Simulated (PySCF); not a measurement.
Species: C4H6NO (doublet state).
Cartesian coordinates in Å at the GFN2-xTB level; atoms count from 1:
```
atom  x, y, z in Å
C1    -0.7470    1.3120   -0.0508
C2    -0.5260   -0.0466    0.0027
C3    -1.4826   -0.9889   -0.3029
C4     0.8103   -0.5725    0.4544
N5     1.8757    0.1391    0.0134
O6     0.9304   -1.5534    1.1539
H7     0.0014    2.0262    0.2403
H8    -1.7140    1.6960   -0.3244
H9    -2.4614   -0.7026   -0.6436
H10   -1.2627   -2.0347   -0.1945
H11    2.7998   -0.1740    0.2604
H12    1.7773    0.8988   -0.6350
```

The hyperfine couplings belong to this conformer and change with its torsions.

Identity: `[CH2]C(=C)C(N)=O` [radical].

The calculation used UKS B3LYP, pcH-1 on C H N O, non-relativistic, mean-field spin-orbit, GIAO (PySCF). Isolated species at its GFN2-xTB geometry (one conformer only). Couplings are sensitive to structure, and on GFN2-xTB geometries they can be far from those on DFT ones. The frame is twisted about the C2–C4 bond at this geometry (dihedral C3–C2–C4–O6 = -37°); couplings at other torsion angles weren't computed. Stability of the SCF solution: not tested. ⟨S²⟩ is 0.779 where a pure state has 0.75.

(1) Match the computed a_iso(13C) values +56.8, +54.8, -48.9, +6.5 MHz with the sites C1; C2; C3; C4.

Results:

(1) 
| site | a_iso (MHz) | ρ(0) (bohr⁻³) | position | distance from C3 (Å) | spin population | largest \|T\| (MHz) |
| --- | --- | --- | --- | --- | --- | --- |
| C1 | +54.8 | +0.0487 | a main spin site | 2.43 | +0.68 | 101.5 |
| C2 | -48.9 | -0.0435 | 1 bond from C3 | 1.38 | -0.26 | 29.4 |
| C3 | +56.8 | +0.0505 | largest spin population | 0.00 | +0.70 | 105.9 |
| C4 | +6.5 | +0.0058 | 2 bonds from C3 | 2.45 | +0.01 | 1.0 |

ρ(0) is the spin density at the nucleus and T the dipolar tensor. Largest spin populations (Mulliken): C3 (+0.70), C1 (+0.68) and C2 (-0.26). The positive populations add up to 1.40 and the negative ones to -0.40, together 2S = 1. The angles at C3 add up to 360.0°, so it is planar; its axial dipolar tensor and the negative couplings of its protons fit spin in a p orbital normal to that plane. Main spin sites, with 60 % or more of the largest population: C1, C3; positions count bonds from the nearest.

β density exceeds α density at some nuclei, such as C2 (-0.0435), H10 (-0.0099) and H7 (-0.0093), spin density in bohr⁻³. In a single determinant that takes different orbitals for the two spins, that is spin polarisation.

H7 and H8 aren't averaged: C1 is flat or nearly so (angle sum 360°), and its turn about the short C1–C2 bond (1.38 Å) is taken as slow. H11 and H12 aren't averaged: N5 is flat or nearly so (angle sum 360°), and its turn about the short N5–C4 bond (1.35 Å) is taken as slow.
